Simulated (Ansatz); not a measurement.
Crystal: Fe2O, antifluorite type, 3 atoms in the cell.

All numbers below come from PBE, plane waves, PAW datasets (generated hard set) (Ansatz).

Cutoff 700 eV; k-mesh 13×13×13 Γ-centred; Fermi–Dirac smearing of 0.0612 eV; no spin polarisation.

(1) What equilibrium volume, lattice constant and bulk modulus does this give?

Answers

(1) V₀ = 9.800 Å³/atom (a₀ = 4.899 Å), B₀ = 201 GPa, B₀′ = 4.28. The points behind the fit:

```json
{"V (Å³/atom)": "9.210", "a (Å)": "4.7990", "E − E(min) (meV/atom)": "24.86", "P (GPa)": "14.27"}
{"V (Å³/atom)": "9.406", "a (Å)": "4.8328", "E − E(min) (meV/atom)": "10.68", "P (GPa)": "9.01"}
{"V (Å³/atom)": "9.602", "a (Å)": "4.8661", "E − E(min) (meV/atom)": "2.60", "P (GPa)": "4.29"}
{"V (Å³/atom)": "9.798", "a (Å)": "4.8990", "E − E(min) (meV/atom)": "0.00", "P (GPa)": "0.04"}
{"V (Å³/atom)": "9.994", "a (Å)": "4.9314", "E − E(min) (meV/atom)": "2.33", "P (GPa)": "-3.79"}
{"V (Å³/atom)": "10.190", "a (Å)": "4.9634", "E − E(min) (meV/atom)": "9.10", "P (GPa)": "-7.23"}
{"V (Å³/atom)": "10.386", "a (Å)": "4.9951", "E − E(min) (meV/atom)": "19.86", "P (GPa)": "-10.32"}
```

The published all-electron PBE values for this crystal (mean of FLEUR and WIEN2k, k-spacing 0.06 Å⁻¹; Bosoni et al., Nat. Rev. Phys. 6, 45 (2024)) are V₀ = 9.798 Å³/atom, B₀ = 202.5 GPa, B₀′ = 4.37. This run's mesh is coarser (spacing 0.17 Å⁻¹), so part of any difference comes from k-sampling.

The stress includes the program's correction for the finite plane-wave basis.

This cubic structure is a model: it isn't the usual form of the substance at ambient conditions, and such phases are metastable or hypothetical. The k-mesh is modest, so these values aren't fully converged in k. Spin polarisation is left out, and a magnetic state may lie lower.
